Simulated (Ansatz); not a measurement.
hcp Tc was calculated with PBE (PAW; Ansatz, an electronic-structure program).

Settings: plane-wave cutoff 520 eV, 16×16×10 k mesh (along the axes of the cell as run), Fermi–Dirac smearing 0.1 eV, perturbation theory, force constants from a 4×4×2 q mesh, no spin polarisation, scalar-relativistic PAW data made under PBE.

Computed at the level's own relaxed cell. Harmonic vibrational thermodynamics at fixed volume:

```
T (K)  S_vib (J/K per mol of atoms)  C_V (J/K per mol of atoms)  F_vib (eV/atom)
-----  ----------------------------  --------------------------  ---------------
0                              0.00                        0.00           0.0292
200                           24.14                       22.34           0.0073
300                           33.52                       23.74          -0.0228
400                           40.43                       24.25          -0.0613
600                           50.35                       24.63          -0.1560
700                           54.15                       24.71          -0.2102
900                           60.37                       24.80          -0.3292
```

The crystal is taken as a harmonic solid at every temperature: melting, phase changes and thermal expansion are not seen, nor the electrons' share in a metal.
